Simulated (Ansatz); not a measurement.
Reaction: CH3NO (SMILES C(N)=O) + H+ → CH4NO+ (SMILES [OH+]=CN)
Each species at its own B3LYP-D3(BJ)/def2-TZVP minimum (Ansatz, a quantum-chemistry and plane-wave program), one conformer.

Quantity: proton affinity (electronic), positive where energy is released, in kcal/mol. Open shells are spin-unrestricted; no spin-orbit coupling. CBS(X,Y): correlation extrapolated as X^-3, Hartree-Fock from the larger set. A bracket is a step between two methods taken in the basis named. The functionals are non-relativistic, so their misses hold any scalar relativity. '+ core + X2C': CCSD(T) terms for core correlation (cc-pwCVTZ) and scalar relativity (cc-pVTZ-DK).

CCSD(T)/CBS(cc-pVTZ,cc-pVQZ) + [CCSDT(Q) - CCSD(T)]/cc-pVDZ + core + X2C (Ansatz) gives 203.8 kcal/mol.

What does PBE/def2-TZVPD (Ansatz) give here, and how do the other levels compare?

PBE gives 201.4 kcal/mol, 2.4 kcal/mol below it. Differences of the others: r2SCAN/def2-TZVPD (Ansatz) -0.6; PBE0/def2-TZVPD (Ansatz) 0.3; wB97M-V/def2-TZVPD (Ansatz) -2.4; CCSD(T)/CBS(cc-pVTZ,cc-pVQZ) + core + X2C (Ansatz) 0.2 kcal/mol. Nearer than PBE: r2SCAN/def2-TZVPD, PBE0/def2-TZVPD, CCSD(T)/CBS(cc-pVTZ,cc-pVQZ) + core + X2C.
